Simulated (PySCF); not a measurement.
Sound and unsound settings

Molecule: SMILES O=[PH2][O-], [H2O2P]-; geometry GFN2-xTB.

Geometry:
```csv
atom,x (Å),y (Å),z (Å)
O1,-0.748,1.322,0.004
P2,0.037,0.069,-0.006
O3,1.511,0.162,-0.060
H4,-0.359,-0.760,1.066
H5,-0.433,-0.790,-1.022
```

Total charge -1.

All runs: PySCF, non-relativistic, gas phase unless a solvent (IEF-PCM) is named; grid level 2, GIAOs and SCF threshold 1e-9 unless changed. The yardstick, PBE0/pcSseg-1, gives these isotropic shieldings σ (ppm, equivalent atoms averaged): O1/O3 158.4, P2 355.3, H4/H5 24.24.

Q: What do these inputs give? (1) B3LYP/pcSseg-1; aux def2-universal-jkfit; conv 1e-08; (2) OPBE/pcseg-1; grid level 1

A: 
```tsv
run	outcome	functions	wall time	O1/O3	P2	H4/H5
1	converged	68	7.3 s	148.8	345.6	24.30
2	converged	56	6.8 s	172.2	340.9	24.08
```

Times are on shared hosts with different chips, so compare them loosely.

Q: Comment on the technical settings.

A: 
- Run 1: The functional differs from the yardstick's, which in itself moves the values. The other auxiliary basis adds little: it changes only the density-fitting error.
- Run 2: The functional and orbital basis differ from the yardstick's, which in itself moves the values. Grid level 1 is coarse; it adds numerical noise and can break the equality of equivalent atoms.
